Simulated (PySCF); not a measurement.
A barrier at the coupled-cluster level

Start structure (BH₃S₂, singlet), relaxed at PBE0-D4/def2-TZVP:

```xyz
6
angstrom
B -0.3651 -0.2496 -0.5985
S 0.0272 -1.4758 0.6336
S -0.0061 1.4958 -0.5946
H 0.6284 1.5848 0.5876
H -0.9470 -0.6520 -1.5573
H 0.6564 -0.6927 1.5271
```

The step: BH₃S₂ ([SH][BH][SH]) → BHS ([BH][S]) + H₂S; bonds formed: S2–H4; bonds broken: B1–S2, S3–H4. Program: PySCF 2.14 with density fitting (its default auxiliary sets; JK sets also for MP2 and CCSD(T)). Basis: def2-TZVPP and def2-QZVPP. Cores are frozen in the correlated methods. Extrapolation: Hartree–Fock as exp(−7.88 √X), correlation as X^−2.97. Energies below are by CCSD(T) at an estimated basis limit (MP2 extrapolated from triple and quadruple zeta, plus CCSD(T) − MP2 in triple zeta).

(1) What are the electronic barrier and the energy of the step, from the start structure to the end structure? (To be estimated.)

No T1 diagnostic of these runs exceeds 0.019.

Answers

(1) Computed: Barrier 44.54 kcal/mol; step energy 28.08 kcal/mol (uphill); reverse barrier, their difference, 16.47 kcal/mol. Barrier and step energy count from the start structure, the reverse barrier from the end structure.

The saddle point: One imaginary mode of 883i cm⁻¹.
| pair | start (Å) | saddle (Å) | end (Å) |
| --- | --- | --- | --- |
| S2–H4 | 3.12 | 1.49 | 1.34 |
| B1–S2 | 1.78 | 2.00 | 3.41 |
| S3–H4 | 1.34 | 1.92 | 3.44 |

Zero-point energy (harmonic, PBE0-D4): ZPE is 20.46 kcal/mol at the start and 17.81 kcal/mol at the saddle, so the barrier goes from 44.54 to 41.89 kcal/mol.

First-order rate constant out of the start structure at 498 K by transition-state theory, with harmonic vibrational free energies alone and no tunnelling: ΔA‡ = 42.10 kcal/mol, so k = (kB T/h) exp(−ΔA‡/kB T) ≈ 10^-5 s⁻¹ (an order of magnitude at best: rotation, the number of equivalent paths and anharmonicity are left out).

Labels in which every atom is bracketed show which atoms are joined, not bond orders.

For scale, one of the runs: CCSD(T)/def2-TZVPP, 157 basis functions, launched by `OMP_NUM_THREADS=4 python run.py`. The run took 92 s on 4 CPU threads of an Arm Neoverse V2 (shared host), with 0.99 GiB of host memory at its peak.
